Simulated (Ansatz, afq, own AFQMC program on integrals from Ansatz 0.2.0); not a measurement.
## SbH$_{2}$⁻, triplet: AFQMC among the cluster methods

| atom | x (Å) | y (Å) | z (Å) |
| --- | --- | --- | --- |
| Sb | 0.0000 | -0.0198 | 0.0000 |
| H | 0.0000 | 1.1955 | 1.2291 |
| H | 0.0000 | 1.1955 | -1.2291 |

Basis def2-SVPD with its core potentials. Only valence electrons are correlated. Integrals, coupled cluster, full CI and functionals: Ansatz 0.2.0; the random walks run on the same integrals in our own AFQMC program. ph-AFQMC/CISD is guided by a CISD state made of CCSD amplitudes; releasing the constraint for a short imaginary time cuts its bias at the price of noise, slowly where states lie close. Uncertainties: one standard error, sampling alone. No spin–orbit coupling.

Determinant: UHF, the one that the program's search chose, which needn't be the lowest solution. The geometry is a PBE0/def2-TZVPD stationary point of this or a neighbouring charge and spin state.

No full CI on the walks' own integrals is used here; CCSDT(Q) serves as the reference and is uncertain by about the last step of the cluster series.

Cautions: no spin-orbit coupling; inner d shell frozen; another spin lies lower (by 2.40 eV); at this level and basis the anion state lies above a neutral one.

The T1 diagnostic is 0.0201, the weight of the determinant in the CISD state is 0.899 and the ⟨S²⟩ of the determinant is 2.018. The size of the correlated space is 8 electrons in 39 orbitals.

| level | correlation energy (eV) |
| --- | --- |
| MP2 | -2.8844 |
| CCSD | -3.5530 |
| CCSD(T) | -3.6656 |

Q: Estimate where phaseless AFQMC with a CISD trial lies against CCSD(T) on the same integrals.

A: 2.9 ± 0.7 kJ/mol below CCSD(T).

Reference: CCSDT(Q), correlation energy -3.693 eV. The released energy is read at 2.40 1/Eh (meV from the phaseless value at times in 1/Eh: 2 ± 8 at 0.24, 7 ± 6 at 0.51, 1 ± 7 at 0.99, -10 ± 7 at 1.62, 7 ± 11 at 2.40).

```tsv
level	E − E(reference) (kJ/mol)	share of correlation (%)
CCSD(T)	2.6	99.26
CCSDT	0.5	99.86
ph-AFQMC/CISD	-0.3 ± 0.7	100.08
released AFQMC	0.4 ± 1.1	99.90
```

A walk keeps the symmetry of its determinant, which the program's search chose and which needn't be the lowest solution, so a lower state of the same spin and another symmetry isn't excluded. Released energies are given only where the last usable release times agree within the noise; a slower fall can still hide under it.
